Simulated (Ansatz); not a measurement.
**Si₂Cl (quartet): the correlation ladder, def2-TZVPP**

An exercise on one series of results from a longer session: the logs are not shown, and one member is left open.

Program: Ansatz 0.2.0, Gaussian basis. Level of theory: def2-TZVPP, core rule «outside noble gas», up to 15 orbitals frozen. These are calculated values, not measurements.

Plan: UHF; ROHF; CCSD(T) on UHF.

## The geometry

The geometry is a PBE0/def2-TZVP stationary point (not a proven minimum).

3 atoms, charge 0, spin multiplicity 4.

Atoms are counted from 1 here; the program's logs count them from 0.

Bond lengths: Cl1–Si2 2.077 Å, Si2–Si3 2.325 Å. Angles: Cl1–Si2–Si3 112.0°.

The first run:

The input, in.yaml:

```yaml
crystal:
  periodic: [false, false, false]
  atoms:
    - {symbol: Cl, position_ang: [0.000000, -0.369686, 1.635032]}
    - {symbol: Si, position_ang: [0.000000, 0.849888, -0.046560]}
    - {symbol: Si, position_ang: [0.000000, -0.383225, -2.017380]}
basis:
  gaussian: {orbitals: def2-TZVPP}
magnetization: {spin_polarized: true, initial_magnetization: 3}
hamiltonian: {xc: hf}
output: {orbitals: {seedname: orbitals}}
```

Run with:

```bash
$ ansatz run in.yaml --threads 1 --pin off --events-out ev --progress --plain --max-ram 4096MiB --backend cpu
```

Steps of the session up to this table: UHF; ROHF; CCSD(T) on UHF.

One table of the session follows, with a row left open; its other results are not shown here.

It belongs to the step «Misses and costs». 

| method | from UCCSD(T) (meV) |
| --- | --- |
| ROHF | +11383.6 |
| UHF | ? |
| UMP2 | +1711.5 |
| UCCSD | +592.7 |
| UCCSD(T) | 0 |

Q: Estimate the row for UHF from the others.

**Answer.** from UCCSD(T) (meV): +11229.9. In the column «from UCCSD(T) (meV)» it lies between UMP2 (+1711.5) and ROHF (+11383.6).

With the free atoms at the same levels and basis (separate runs), the atomisation energy is 6.183 eV at UCCSD(T), 4.479 eV at ROHF.
